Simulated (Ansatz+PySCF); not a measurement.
Values are calculated unless marked as measured or tabulated.
A run of PySCF 2.14.0 on singlet H4O2 in separate pieces at this shape:

```csv
atom,x (Å),y (Å),z (Å)
O,0.0000,0.0000,-0.1197
H,0.0000,0.7542,0.4787
H,0.0000,-0.7542,0.4787
O,10.0000,0.0000,-0.1197
H,10.0000,0.7542,0.4787
H,10.0000,-0.7542,0.4787
```

Its results:

```
Converged          : yes
Reference energy   : -152.05283 hartree
Correlation energy : -0.40432 hartree
Total energy       : -152.45715 hartree
```

Question: Which input gives this output? Name the method, the orbitals and the basis set, and write the input.

Answer: RHF-MP2 in cc-pVDZ. An unrestricted run that stays on the closed shell gives the same numbers.

```python
from pyscf import gto, scf, mp

mol = gto.M(atom="""
O 0.000000 0.000000 -0.119660
H 0.000000 0.754170 0.478650
H 0.000000 -0.754170 0.478650
O 10.000000 0.000000 -0.119660
H 10.000000 0.754170 0.478650
H 10.000000 -0.754170 0.478650
""", basis='cc-pvdz', charge=0, spin=0)
mf = scf.RHF(mol)
mf.kernel()
pt = mp.MP2(mf, frozen=2).run()
print(mf.e_tot, pt.e_corr, pt.e_tot)
```
